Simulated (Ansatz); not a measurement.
Rock-salt MgS was calculated with HSE06 (Ansatz, an electronic-structure program, plane waves, PAW).

Numerical settings: plane-wave cutoff 460 eV, 8×8×8 k mesh, Fermi–Dirac smearing 0.01 eV, scalar-relativistic PAW data made under PBE.

The cell has the measured lattice parameters. Conventional cell: a = 5.2033 Å, b = 5.2033 Å, c = 5.2033 Å, α = 90.00°, β = 90.00°, γ = 90.00°.

```
MgS
1.0
    0.00000     2.60165     2.60165
    2.60165     0.00000     2.60165
    2.60165     2.60165     0.00000
Mg S
1 1
Direct
  0.00000   0.00000   0.00000
  0.50000   0.50000   0.50000
```

List the 5 lowest band energies at Γ above −25 eV (eV, relative to the valence band maximum), grouping those that round alike.

At Γ: -13.96, 0.00 (×3), 4.82.

Note: the run warned that its exchange threshold was loose for the stress; cell and atoms aren't relaxed at this level (pressure -0.4 GPa).
